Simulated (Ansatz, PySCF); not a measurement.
Wanted: the gas-phase enthalpy of formation of N#CC(F)(F)F at 298 K. Reaction (SMILES): N#CC(F)(F)F + 4 C (CH4) -> C#N (CHN) [formonitrile] + CC (C2H6) + 3 CF (CH3F); bond separation energy.

Geometries: B3LYP-D3(BJ)/def2-TZVP minima from Ansatz (a quantum-chemistry and plane-wave program). Cores are frozen in the correlated levels unless marked. Open shells are spin-unrestricted. No spin-orbit coupling. No relativistic terms. Basis-set limits of correlation are two-point, X^-3; Hartree-Fock from the larger set. The bracket is a focal-point correction in the basis named. Thermal terms are rigid-rotor harmonic-oscillator values from B3LYP-D3(BJ) frequencies (Ansatz or PySCF) at 298.15 K and 1 atm. 1 Eh = 627.5095 kcal/mol. PBE is always shown; the other two functionals were drawn at random. The atomisation route leaves out scalar relativity and anharmonic zero-point terms, the atoms' spin-orbit terms, and in the frozen-core level the core correlation. Atomic data: G2/97 table in ASE.

Tabulated enthalpies of formation of the partners: C#N (CHN) 30.9 kcal/mol, ATcT 1.112; C (CH4) -17.8 kcal/mol, ATcT 1.112; CC (C2H6) -20.0 kcal/mol, ATcT 1.112; CF (CH3F) -56.5 kcal/mol, ATcT 1.112. G2/97 and CRC values are older and not checked against later work.

| level | computed ΔH of the reaction (kcal/mol) | ΔHf by atomisation and measured atoms (kcal/mol) |
|---|---|---|
| PBE/def2-TZVPD (Ansatz) | 33.3 | -159.2 |
| r2SCAN-D4/def2-TZVPD (Ansatz + dftd4) | 37.0 | -121.7 |
| B3LYP-D3(BJ)/def2-TZVPD (Ansatz + dftd3) | 29.3 | -115.8 |
| RI-MP2/CBS(cc-pVTZ,cc-pVQZ)+[CCSD(T)-MP2]/cc-pVTZ (Ansatz) | 31.5 | -118.2 |

Problem. Derive ΔHf from the reaction at each level, and compare how far the levels part by the two routes.

Solution. 
The partners sum to -87.4 kcal/mol (products minus other reactants), so ΔHf = (-87.4 - ΔH):
- PBE/def2-TZVPD: -120.7; errors -2.3 by the reaction, -40.8 by atomisation
- r2SCAN-D4/def2-TZVPD: -124.4; errors -6.0 by the reaction, -3.3 by atomisation
- B3LYP-D3(BJ)/def2-TZVPD: -116.7; errors +1.7 by the reaction, +2.6 by atomisation
- RI-MP2/CBS(cc-pVTZ,cc-pVQZ)+[CCSD(T)-MP2]/cc-pVTZ: -118.9; errors -0.5 by the reaction, +0.2 by atomisation
All levels span 7.7 kcal/mol by the reaction and 43.4 by atomisation; without PBE they span 7.7 and 5.9. The errors are against the measured -118.4 kcal/mol (G2/97 table).
